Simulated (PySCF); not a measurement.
# SiH5ClO, a complex of two parts: interaction energy

Wanted: the interaction energy for `O[SiH3]` with `Cl`.

Computed with PySCF 2.14.0; each step states its level. No surroundings beyond the atoms listed, unless a continuum is named. Atoms count from 0, parts from 1.

## 1. The system as given

8 atoms, charge 0, multiplicity 1; geometry: GFN2-xTB. Parts: 1 = atoms 0–5, `O[SiH3]`, charge 0; 2 = atoms 6–7, `Cl`, charge 0.

## 2. Optimising the geometry at PBE0-D3(BJ)/def2-SVPD

The job: settings as JSON, then the geometry in Å.

```
{"job": {"xc": "PBE0", "basis": "def2-SVPD", "d3": "d3bj", "grid": 2, "kind": "geom", "shake": 0.01}, "charge": 0, "multiplicity": 1, "parts": [{"atoms": "0-5", "charge": 0, "multiplicity": 1}, {"atoms": "6-7", "charge": 0, "multiplicity": 1}]}
O      0.308903     1.032423     0.129308
Si     0.006674    -0.499881    -0.330442
H      0.749224     1.263097     0.914648
H     -0.710517    -0.281875    -1.552888
H      1.286961    -1.180570    -0.548810
H     -0.745248    -1.168059     0.721858
Cl    -0.656025     3.696584    -1.032980
H     -0.273661     2.543224    -0.608475
```

Started as:

```console
$ OMP_NUM_THREADS=1 python cluster_run.py task.json out
```

The driver reads the jobs from task.json and runs them one after another.

**Question.** The jobs that follow are: CCSD(T)/aug-cc-pVDZ and MP2/aug-cc-pVTZ counterpoise interaction energy, frozen core, gas phase. Predict: point group; rotational constants (main isotopes); interaction energy, CCSD(T) limit estimate; MP2/aug-cc-pVTZ; T1 diagnostic.

The runs gave:

| quantity | value |
| --- | --- |
| point group | C1 |
| rotational constants (main isotopes) | 25.99, 1.53, 1.47 GHz |
| interaction energy, CCSD(T) limit estimate | -5.32 kcal/mol |
| MP2/aug-cc-pVTZ | -5.77 kcal/mol |
| T1 diagnostic | 0.0108 |

Over 4 steps the energy fell by 0.181 eV; of the bonds of the start, O0–Si1 changed most, 1.628 to 1.695 Å. The interaction energy leaves out the deformation of the parts, 0.84 kcal/mol; with it the binding is about -4.47 kcal/mol. The estimate adds CCSD(T) less MP2 in the small basis (+0.71 kcal/mol) to extrapolated MP2. Hartree-Fock gives -2.95 against -5.32 kcal/mol.
